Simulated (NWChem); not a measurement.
System: C3H4, triplet; SMILES of the neutral closed-shell parent C#CC

The following NWChem deck was run.

```
start job
memory heap 200 mb stack 900 mb global 1100 mb
geometry units angstroms
  C     -1.174657    -0.258425     0.130732
  C      0.131756     0.148630    -0.432380
  C      1.295972     0.204981     0.135428
  H     -1.555863    -1.110452    -0.431915
  H     -1.872775     0.574847     0.051249
  H     -1.103366    -0.547752     1.186323
  H      1.516368    -0.050772     1.175060
end
basis spherical
  * library def2-svp
end
dft
  odft
  mult 3
  xc pbe0
  iterations 150
end
driver
  maxiter 120
end
task dft optimize
task dft freq
```

In the optimisation the excess spin sits in a' (Cs, its own frame). This spin state was assumed; another may lie lower.

The level has its own optimisation; frequencies are unscaled. Brackets give each atom's bonded neighbours.

Q: What results follow from this input? (PBE0/def2-SVP, spin-unrestricted.) Quantities: r C–C [C(CC)–C(CHHH)] (Å); r C–C [C(CC)–C(CH)] (Å); r C–H [C(CH)–H(C)] (Å); highest harmonic frequency (cm⁻¹); lowest (cm⁻¹); zero-point energy (kcal/mol); dipole (D).

A: 
| Property | Value |
|---|---|
| r C–C [C(CC)–C(CHHH)] (Å) | 1.470 |
| r C–C [C(CC)–C(CH)] (Å) | 1.333 |
| r C–H [C(CH)–H(C)] (Å) | 1.105 |
| highest harmonic frequency (cm⁻¹) | 3137 |
| lowest (cm⁻¹) | 212 |
| zero-point energy (kcal/mol) | 33.4 |
| dipole (D) | 1.77 |
